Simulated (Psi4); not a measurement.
Psi4 input (wB97X-D/6-31G*):

```
memory 1500 MB

molecule {
1 1
O     0.33202246    1.26333195    0.22164394
C     0.04689931    0.01703971    0.00188739
N     0.96756786   -0.88784036   -0.18696653
C    -1.39460548   -0.30999386   -0.02027044
H     0.70599867   -1.84972292   -0.35549509
H    -1.87846756    0.29343208   -0.79149716
H    -1.57306342   -1.36514710   -0.20795893
H    -1.83354797   -0.02170943    0.93746522
H     1.95893566   -0.68158913   -0.17512909
H     1.27722700    1.49068828    0.23852760
symmetry c1
no_reorient
no_com
}

set {
  basis 6-31G*
  reference rks
  scf_type pk
  dft_radial_points 99
  dft_spherical_points 590
  e_convergence 1e-8
  d_convergence 1e-7
  maxiter 150
}

e = energy('wb97x-d')
print_out(f'\nFINAL {e:.10f} DIPOLE {variable("CURRENT DIPOLE")[0]:.6f} {variable("CURRENT DIPOLE")[1]:.6f} {variable("CURRENT DIPOLE")[2]:.6f}\n')
```

Q: Predict the final energy.

A: -209.48914 Eh.
